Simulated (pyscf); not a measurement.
## Routes from H₃C–ZnH (SMILES [CH3][ZnH]) + H₃C–OH (SMILES CO)

Candidate steps break at most two bonds and form at most two. Each was searched with GFN2-xTB (tblite) first. PySCF, gas phase, ωB97X-D3(BJ)/def2-SVP geometries. Energies: ωB97M-D3(BJ)/def2-TZVP, kcal/mol, from the separated reactants, singlet surface; ΔG‡ with ideal gas, 1 atm, RRHO with modes under 100 cm⁻¹ raised to 100, one conformer, R ln 2 for chiral ones without a mode under 150 cm⁻¹.

| products | type | ΔE‡ | ΔE | ΔG‡ 298 K | ΔG‡ 900 K | ν‡ (cm⁻¹) |
|---|---|---|---|---|---|---|
| H₃C–O–Zn–CH₃ + H₂ | four-centre exchange | 17.6 | -3.8 | 25.2 | 43.9 | 1184i |
| CH₄ + H₃C–O–ZnH | four-centre exchange | 17.8 | -14.2 | 25.2 | 44.0 | 1396i |

Row 1: On the reactant side the descent ends in an adduct with a O–Zn contact (not fully relaxed), 9.3 kcal/mol under the separated species and 25.3 kcal/mol under the saddle at ωB97X-D3(BJ)/def2-TZVP. Row 2: On the reactant side the descent ends in an adduct with a O–Zn contact, 9.1 kcal/mol under the separated species and 25.9 kcal/mol under the saddle at ωB97X-D3(BJ)/def2-TZVP. 

Plain bond fissions and candidates not yet searched are not listed, and one of them may be faster. Each barrier is that of the saddle found; lower ones may exist. Elements up to Kr have no core potential and no relativistic terms here.
